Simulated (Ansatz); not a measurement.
## Abstraction of H: SiH3(SH) + MgCl → SiH2(SH) + MgHCl

Species: SiH3(SH) (sulfanylsilane), singlet; MgCl, doublet; SiH2(SH), doublet; MgHCl `[MgH][Cl]`, singlet. A radical takes H: the energy is the difference in strength between the Si–H bond broken and the Mg–H bond made.

Shapes, held fixed at every level: PBE0-D4/def2-TZVP. Flexible molecules stand in one conformer, not always the lowest. Programs: Ansatz 0.2.0. The zero-point and thermal change to 298 K, harmonic and unscaled (PBE0-D4/def2-TZVP), is -9.3 kJ/mol.

```tsv
level	kind	ΔH(298 K) (kJ/mol)	less CCSD(T)/def2-TZVPP	CPU time (sum over the molecules)
HF/def2-TZVPP	Hartree–Fock	+97.3	+10.1	–
B3LYP-D4/def2-TZVPP	global hybrid	+80.2	-7.0	10 s
PBE0-D4/def2-TZVPP	global hybrid	+84.5	-2.7	9.3 s
r2SCAN0-D4/def2-TZVPP	global hybrid	+83.3	-3.9	15 s
wB97M-V/def2-TZVPP	range-separated hybrid	+79.5	-7.7	29 s
CCSD/def2-SVP	coupled cluster or CI	+84.6	-2.6	–
CCSD(T)/def2-TZVPP	coupled cluster or CI	+87.2	0.0	38 s
```

The highest level, CCSD(T)/def2-TZVPP, gives ΔH(298 K) = +87.2 kJ/mol; the levels span +79.5 to +97.3. The column of differences is taken from that level and isn't an error. No measured value is set beside it here. Open shells run unrestricted unless RO is named. Correlated rows may include outer-core shells of Mg, which these sets cover unevenly. Times are processor times on shared x86 and Arm servers, and rough.
